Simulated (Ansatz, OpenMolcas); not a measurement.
# Heat of formation of SiH2O2 (SMILES O[Si]O) from total energies

SiH2O2 has 5 atoms, charge 0, and is taken as a singlet. As SMILES, `O[Si]O`. The shape is that of a PBE0-D4/def2-TZVP optimisation. This is one conformer, not always the lowest.

Total energies at B3LYP/6-31G* (Cartesian functions) (OpenMolcas 26.06); the atoms run unrestricted:

```tsv
species	state	energy (Eh)
SiH2O2	singlet	-441.189491
O	triplet	-75.060621
Si	triplet	-289.371735
H	doublet	-0.500273
```

Harmonic wavenumbers at PBE0-D4/def2-TZVP, in cm⁻¹: 324, 452, 517, 783, 803, 855, 914, 3837, 3898.

Measured heats of formation of the gaseous atoms at 298.15 K, in kJ/mol: O 249.2, Si 450.0, H 218.0. Spin-orbit lowering of the atoms at 298 K (mean of the ground term's levels less their thermal mean, from spectra), in kJ/mol: O 0.40, Si 0.44. Take 1 Eh = 2625.50 kJ/mol, 1 cm⁻¹ = 0.0119627 kJ/mol, RT = 2.479 kJ/mol.

Work out the heat of formation of the gas at 298 K.


1. Electronic atomisation energy: 2 × (-75.060621) + (-289.371735) + 2 × (-0.500273) − (-441.189491) = 0.695968 Eh = 1827.3 kJ/mol.
2. Zero-point energy: half the sum of the wavenumbers, 6191.5 cm⁻¹ = 74.1 kJ/mol.
3. Thermal vibrational enthalpy, Σ hcν̃/(exp(hcν̃/kT) − 1): 3.0 kJ/mol. Translation, rotation and pV of a non-linear molecule: 4 RT = 9.9 kJ/mol.
4. The 5 free atoms carry 5/2 RT each: 31.0 kJ/mol.
5. Spin-orbit coupling lowers the free atoms by 2 × 0.40 + 0.44 = 1.2 kJ/mol.
6. Atomisation enthalpy at 298 K: 1827.3 − 1.2 − 74.1 − 3.0 − 9.9 + 31.0 = 1770.1 kJ/mol.
7. Sum of the atoms' heats of formation: 1384.4 kJ/mol. Heat of formation: 1384.4 − 1770.1 = -385.7 kJ/mol.

No measured value is set beside it here. Anharmonicity and any spin-orbit splitting of the molecule are left out.
